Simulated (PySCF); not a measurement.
Energies from PySCF, thermal terms from the rigid-rotor harmonic-oscillator model, ideal gas at 1 bar. 'Table' is the NASA 1993 thermochemical table (part measured, part estimated). 6-31G* has spherical d functions here. All species are closed-shell singlets. B3LYP is the form with VWN-RPA correlation. The harmonic model lacks anharmonicity and excited electronic states, which grow with temperature; levels with a mode under 35 cm⁻¹ are left out.

Harmonic frequencies at B3LYP/6-31G* (cm⁻¹): 415, 415, 621, 621, 694, 718, 864, 864, 969, 969, 1011, 1019, 1020, 1069, 1069, 1185, 1207, 1207, 1356, 1388, 1531, 1531, 1655, 1655, 3176, 3186, 3186, 3202, 3202, 3212. Point group D6h; S°(298 K) = 268.3 J/mol/K at this level.

### Question
Work out Cp and S° of gaseous C6H6 at 500, 800, 1200, 1600, 2000 K from these, and set them beside the table.

### Answer
```json
[
 {"T (K)": "500", "Cp B3LYP/6-31G*": "135.7", "Cp table": "138.1", "S° B3LYP/6-31G*": "323.5", "S° table": "325.3"},
 {"T (K)": "800", "Cp B3LYP/6-31G*": "186.9", "Cp table": "189.9", "S° B3LYP/6-31G*": "399.6", "S° table": "403.0"},
 {"T (K)": "1200", "Cp B3LYP/6-31G*": "223.5", "Cp table": "225.0", "S° B3LYP/6-31G*": "483.1", "S° table": "487.5"},
 {"T (K)": "1600", "Cp B3LYP/6-31G*": "243.7", "Cp table": "245.2", "S° B3LYP/6-31G*": "550.4", "S° table": "555.2"},
 {"T (K)": "2000", "Cp B3LYP/6-31G*": "255.5", "Cp table": "258.0", "S° B3LYP/6-31G*": "606.2", "S° table": "611.4"}
]
```
Units J/mol/K.
